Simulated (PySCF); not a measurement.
## From computed data to an observable: chemical shift, span and skew from a shielding tensor

C2H4O2, SMILES CC(=O)O. Atoms are numbered in the order given.

```xyz
8

C      0.1104     1.3881     0.0000
C     -0.1217    -0.0928     0.0000
O      1.0340    -0.7765     0.0000
O     -1.1928    -0.6378     0.0000
H     -0.8514     1.9116     0.0000
H      0.6983     1.6735     0.8846
H      0.6983     1.6735    -0.8846
H      0.7927    -1.7156     0.0000
```
Charge 0, spin multiplicity 1.

Coordinates come from a PBE0-D3(BJ)/def2-SVP optimisation. One conformer was computed; it need not be the lowest.

GIAO shieldings from PBE/pcSseg-1 (PySCF), non-relativistic, no solvent. The symmetric part of the tensor of C1 has the principal values 140.3, 153.5, 188.6 ppm. The same nucleus in TMS has σ = 182.0 ppm at this level (PySCF, at its B3LYP-D3(BJ)/def2-TZVP geometry).

Work out the isotropic shielding, the ¹³C shift against TMS, the span and the skew.


σ(iso) = (σ11 + σ22 + σ33)/3 = 160.8 ppm. δ = σ(ref) − σ(iso) = 182.0 − (160.8) = 21.2 ppm.
Span Ω = σ33 − σ11 = 48.3 ppm. Skew κ = 3(σ(iso) − σ22)/Ω = 0.45. Tumbling in solution averages the tensor to δ; in a static solid the shielding alone would spread this spin-1/2 line over Ω.
